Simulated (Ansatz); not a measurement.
Born–Oppenheimer molecular dynamics of CH6OSi (9 atoms, charge 0, multiplicity 1). It starts from a relaxed structure.

The calculation used RKS PBE-D4/6-31G* in Ansatz.

```
ensemble                      : NVE (velocity Verlet)
time step                     : 2 fs
steps asked                   : 40
starting velocities drawn for : 300 K
seed                          : 866044
```

First frame:

```xyz
9
Properties=species:S:1:pos:R:3
Si 0.013 -0.025 -0.064
H 0.191 -0.240 1.416
O 1.482 0.005 -0.868
C 2.326 -1.143 -0.810
H 1.831 -2.041 -1.231
H 3.227 -0.930 -1.409
H 2.641 -1.371 0.228
H -0.622 1.305 -0.314
H -0.880 -1.124 -0.580
```

How far do the bonds stretch over the last three quarters of this one trajectory? (Pairs bonded in most of those frames.)


```tsv
bond	mean (Å)	spread (Å)	shortest	longest
Si1–H2	1.510	0.022	1.48	1.54
Si1–O3	1.681	0.013	1.66	1.70
Si1–H8	1.500	0.021	1.47	1.53
Si1–H9	1.506	0.014	1.49	1.53
O3–C4	1.431	0.011	1.41	1.45
C4–H5	1.111	0.018	1.08	1.14
C4–H6	1.104	0.014	1.08	1.13
C4–H7	1.113	0.041	1.05	1.17
```

Mean temperature of the second half: 141 K. The conserved energy stayed within 2.8 meV per atom of its start (net change 1.2 meV per atom), so the integration is sound. Over the second half the temperature averaged 0.47 of the 300 K drawn at the start: a run that starts near a minimum puts about half its kinetic energy into the potential. A step of 2 fs is long for free X–H stretches (periods near 10 fs) and can bias their spread and the temperature. A run of 0.08 ps of so small a system gives no equilibrium averages.

The run took 63 s on 1 thread of Arm Neoverse V2, with other jobs on the host, peak memory 0.1 GiB.
